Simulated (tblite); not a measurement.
Compound: 2-methyl-3-oxopropanenitrile, C₄H₅NO.
Numbering: `[CH3:1][C@H:2]([C:3]#[N:4])[CH:5]=[O:6]` (hydrogens: H7, H8, H9 on C1; H10 on C2; H11 on C5)

Structure optimised with GFN2-xTB, isolated species.

Question: List the bond lengths, angles and torsions at this level.

Answer: 
| bond | length (Å) | order |
| --- | --- | --- |
| C1–C2 | 1.534 | single |
| C2–C3 | 1.446 | single |
| C3≡N4 | 1.142 | triple |
| C2–C5 | 1.520 | single |
| C5=O6 | 1.194 | double |
| C1–H7, C1–H8, C1–H9 | 1.088 | single |
| C2–H10 | 1.096 | single |
| C5–H11 | 1.106 | single |

Bonds in one row agree within 0.01 Å and their mean is given. Orders are formal, as drawn. A selection of angles:
| angle | degrees |
| --- | --- |
| C2–C1–H7 | 110.5 |
| C2–C1–H8 | 110.1 |
| H7–C1–H8 | 108.6 |
| C1–C2–C3 | 110.0 |
| C1–C2–C5 | 110.6 |
| C1–C2–H10 | 111.0 |
| C3–C2–C5 | 107.5 |
| C3–C2–H10 | 108.5 |
| C5–C2–H10 | 109.1 |
| C2–C3–N4 | 179.1 |
| C2–C5–O6 | 124.6 |
| C2–C5–H11 | 113.2 |
| O6–C5–H11 | 122.2 |

Torsions: C1–C2–C5–O6 -128° (anticlinal).

The C–C distances run from 1.446 Å (C2–C3, drawn single) to 1.534 Å (C1–C2, drawn single), a spread of 0.088 Å.

Point group: C1 (no symmetry element, even within 0.4 Å). Its GFN2-xTB frequencies are all real (lowest 53 cm⁻¹). One conformer, not necessarily the lowest.

The numbers are calculated, not measured.
